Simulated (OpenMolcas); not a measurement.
**N2 (SMILES N#N): levels of theory compared**

We compute a comparison of 6 runs (HF/def2-TZVPPD, B3LYP/6-31G*, BLYP/def2-TZVPPD, SVWN5/def2-TZVPPD, r2SCAN/def2-TZVPPD, MP2/def2-TZVPPD) of N2. 

Program for the calculation: OpenMolcas 26.06.

### Step 1. Starting point

The species is N2 (2 atoms), meant as a singlet with charge 0. SMILES: `N#N`. Geometry: relaxed at PBE0-D4/def2-TZVP.

Bond lengths: N1–N2 1.090 Å.

### Step 2. Energy and gradient at HF/def2-TZVPPD (run 1)

Input file geom.xyz:

```xyz
2

N      0.465500    -0.150300     0.239800
N     -0.465500     0.150300    -0.239800
```

Input file test.input:

```
&GATEWAY
 BasLib=$CurrDir
 Coord=geom.xyz
 Basis=def2-TZVPPD
 Group=NoSym

&SEWARD

&SCF
 Thresholds=1e-10 1e-07 1e-07 1e-05
 PrOrbitals=1 2

&ALASKA
```

The basis set def2-TZVPPD is read from a file made from the Basis Set Exchange's data (not shown).

Started as:

```console
$ export MOLCAS_MEM=1860
$ pymolcas test.input > test.log
```

What it wrote:

```text
--- Start Module: gateway ---
[...]
--- Stop Module: gateway /rc=_RC_ALL_IS_WELL_ ---
[...]
      Basis functions           74
[...]
--- Start Module: scf ---
[...]
       Convergence after   9 Iterations
[...]
::    Total SCF energy                               -108.9898751200
[...]
      Total spin, S                                     0.0000000000
[...]
      Total electronic charge=   14.000000
      Total            charge=   -0.000000
[...]
      Dipole Moment (debye):
      Origin of the operator (angstrom)=    0.0000    0.0000    0.0000
                   X=  2.5853E-13               Y= -8.4320E-14               Z=  1.2359E-13           Total=  2.9870E-13
      Quadrupole Moment (debye*angstrom):
[...]
--- Stop Module: scf /rc=_RC_ALL_IS_WELL_ ---
[...]
--- Start Module: alaska ---
[...]
 *              Molecular gradients               *
 **************************************************
  Irreducible representation: a
 ------------------------------------------------------------------------------------------
                              X                       Y                       Z
 ------------------------------------------------------------------------------------------
  N1                6.94086300511962E-02   -2.24105630466562E-02    3.57555091047752E-02
  N2               -6.94086300512105E-02    2.24105630466562E-02   -3.57555091047788E-02
 ------------------------------------------------------------------------------------------
--- Stop Module: alaska /rc=_RC_ALL_IS_WELL_ ---
[...]
```

It took 4.2 s on 1 thread of Intel Xeon Platinum 8488C (Sapphire Rapids), shared host; peak memory 0.43 GiB.

### Step 3. Energy and gradient at B3LYP/6-31G(d) (Cartesian functions) (run 2)

Input file mol.input:

```
&GATEWAY
  BasLib
  $CurrDir
  BasisSet
  N.6-31Gs....
  N1 0.465500 -0.150300 0.239800 angstrom
  N2 -0.465500 0.150300 -0.239800 angstrom
  End of Basis

&SEWARD
  GridInput
  Grid=UltraFine
  End of Grid

&SCF
  KSDFT
  B3LYP
  Thresholds
  1e-10 1e-07 1e-07 1e-05
  PrOrbitals
  1 2

&ALASKA
```

The basis set 6-31G* is read from a file made from the Basis Set Exchange's data (not shown).

Started as:

```console
$ export MOLCAS_MEM=1860
$ pymolcas mol.input > mol.log
```

What it wrote:

```text
--- Start Module: gateway ---
[...]
--- Stop Module: gateway /rc=_RC_ALL_IS_WELL_ ---
[...]
      Basis functions           30
[...]
--- Start Module: scf ---
[...]
       Convergence after   8 Iterations
[...]
::    Total KS-DFT energy                            -109.5233747198
[...]
      Total spin, S                                     0.0000000000
[...]
      Total electronic charge=   14.000000
      Total            charge=   -0.000000
[...]
      Dipole Moment (debye):
      Origin of the operator (angstrom)=    0.0000    0.0000    0.0000
                   X=  1.5915E-10               Y= -6.3364E-11               Z=  8.4597E-11           Total=  1.9105E-10
      Quadrupole Moment (debye*angstrom):
[...]
--- Stop Module: scf /rc=_RC_ALL_IS_WELL_ ---
[...]
--- Start Module: alaska ---
[...]
 *              Molecular gradients               *
 **************************************************
  Irreducible representation: a
 ------------------------------------------------------------------------------------------
                              X                       Y                       Z
 ------------------------------------------------------------------------------------------
  N1               -4.36014648653060E-02    1.40779810258280E-02   -2.24610768512834E-02
  N2                4.36014648653167E-02   -1.40779810258254E-02    2.24610768512781E-02
 ------------------------------------------------------------------------------------------
--- Stop Module: alaska /rc=_RC_ALL_IS_WELL_ ---
[...]
```

Wall time 3.3 s (1 thread of Intel Xeon Platinum 8488C (Sapphire Rapids), shared host); peak memory 0.37 GiB.

Run 3 isn't shown in full; the table further down has it.

### Step 4. Energy and forces at SVWN5/def2-TZVPPD (run 4)

Input file run.inp:

```
&gateway
 baslib = $CurrDir
 coord
 2
 angstrom
 N        0.465500      -0.150300       0.239800
 N       -0.465500       0.150300      -0.239800
 basis = def2-TZVPPD
 group = NoSym

&seward
 gridinput
 Grid=UltraFine
 End of Grid

&scf
 ksdft = SVWN5
 thresholds = 1e-10 1e-07 1e-07 1e-05
 prorbitals = 1 2

&alaska
```

The basis set def2-TZVPPD is read from a file made from the Basis Set Exchange's data (not shown).

Started as:

```console
$ export MOLCAS_MEM=1860
$ pymolcas run.inp > run.log
```

What it wrote:

```text
--- Start Module: gateway ---
[...]
--- Stop Module: gateway /rc=_RC_ALL_IS_WELL_ ---
[...]
      Basis functions           74
[...]
--- Start Module: scf ---
[...]
       Convergence after  10 Iterations
[...]
::    Total KS-DFT energy                            -108.6914263350
[...]
      Total spin, S                                     0.0000000000
[...]
      Total electronic charge=   14.000000
      Total            charge=   -0.000000
[...]
      Dipole Moment (debye):
      Origin of the operator (angstrom)=    0.0000    0.0000    0.0000
                   X=  2.5756E-08               Y= -8.3113E-09               Z=  1.3410E-08           Total=  3.0204E-08
      Quadrupole Moment (debye*angstrom):
[...]
--- Stop Module: scf /rc=_RC_ALL_IS_WELL_ ---
[...]
--- Start Module: alaska ---
[...]
 *              Molecular gradients               *
 **************************************************
  Irreducible representation: a
 ------------------------------------------------------------------------------------------
                              X                       Y                       Z
 ------------------------------------------------------------------------------------------
  N1               -1.49317508120568E-02    4.82114314348037E-03   -7.69201686592513E-03
  N2                1.49317508120603E-02   -4.82114314348214E-03    7.69201686592513E-03
 ------------------------------------------------------------------------------------------
--- Stop Module: alaska /rc=_RC_ALL_IS_WELL_ ---
[...]
```

It took 6.6 s on 1 thread of Intel Xeon Platinum 8488C (Sapphire Rapids), shared host; peak memory 0.43 GiB.

Run 5 isn't shown in full; the table further down has it.

### Step 5. A single-point energy at MP2/def2-TZVPPD (run 6)

Input file mol.inp:

```
* N2 MP2
>>> EXPORT MOLCAS_PRINT=2

&gateway
  baslib
  $CurrDir
  coord
  2
  angstrom
  N        0.465500      -0.150300       0.239800
  N       -0.465500       0.150300      -0.239800
  basis
  def2-TZVPPD
  group
  NoSym

&seward

&scf
  thresholds
  1e-10 1e-07 1e-07 1e-05
  prorbitals
  0

&mbpt2
  frozen
  2
```

The basis set def2-TZVPPD is read from a file made from the Basis Set Exchange's data (not shown).

Started as:

```console
$ export MOLCAS_MEM=1860
$ pymolcas mol.inp > mol.log
```

What it wrote:

```text
--- Start Module: gateway ---
[...]
--- Stop Module: gateway /rc=_RC_ALL_IS_WELL_ ---
[...]
      Basis functions           74
[...]
--- Start Module: scf ---
[...]
       Convergence after   9 Iterations
[...]
::    Total SCF energy                               -108.9898751200
[...]
      Total spin, S                                     0.0000000000
[...]
      Total electronic charge=   14.000000
      Total            charge=   -0.000000
[...]
      Dipole Moment (debye):
      Origin of the operator (angstrom)=    0.0000    0.0000    0.0000
                   X=  2.5853E-13               Y= -8.4320E-14               Z=  1.2359E-13           Total=  2.9870E-13
      Quadrupole Moment (debye*angstrom):
[...]
--- Stop Module: scf /rc=_RC_ALL_IS_WELL_ ---
[...]
--- Start Module: mbpt2 ---
[...]
WARNING!
Default frozen orbitals as non valence orbitals is overwritten by user input.
Default values:   2
[...]
       Reference weight ( Cref**2 )         =        0.89474
::    Total MBPT2 energy                             -109.3612526932
[...]
      Total MBPT2 calculations                           0.13      0.14
--- Stop Module: mbpt2 /rc=_RC_ALL_IS_WELL_ ---
[...]
```

It took 3.6 s on 1 thread of Intel Xeon Platinum 8488C (Sapphire Rapids), shared host; peak memory 0.43 GiB.

### Step 6. Overview of the runs

```tsv
run	level	Cartesian functions	integration grid	energy (Eh)	dipole moment (D) of the reference	HOMO energy (eV)	LUMO energy (eV)	wall time
1	HF/def2-TZVPPD	no	–	-108.989875	0.00	-16.81	3.43	4.2 s
2	B3LYP/6-31G* (Cartesian functions)	yes	UltraFine	-109.523375	0.00	-11.63	-0.45	3.3 s
3	BLYP/def2-TZVPPD	no	UltraFine	-109.561434	0.00	-10.25	-1.76	8.4 s
4	SVWN5/def2-TZVPPD	no	UltraFine	-108.691426	0.00	-10.41	-2.08	6.6 s
5	r2SCAN/def2-TZVPPD	no	UltraFine	-109.512502	0.00	-10.74	-1.53	9.6 s
6	MP2/def2-TZVPPD	no	–	-109.361253	0.00	-16.81	3.43	3.6 s
```

### Step 7. Outcome

| quantity | value |
| --- | --- |
| run 6: total energy | -109.36125 Eh |
| run 6: dipole moment (mean-field density) | 0.00 D |
| run 6: HOMO energy (Hartree–Fock orbitals) | -16.81 eV |
| run 6: LUMO energy (Hartree–Fock orbitals) | 3.43 eV |
| run 6: HOMO–LUMO gap (Hartree–Fock orbitals) | 20.24 eV |
| run 6: correlation energy (2 core orbitals frozen) | -371.4 mEh |

Over runs 1, 2, 3, 4, 5 the HOMO–LUMO gap runs from 8.33 eV (SVWN5/def2-TZVPPD) to 20.24 eV (HF/def2-TZVPPD). Exact exchange widens orbital gaps. Totals of different functionals can't be ranked against each other. All runs together took 36 s, the longest 9.6 s.
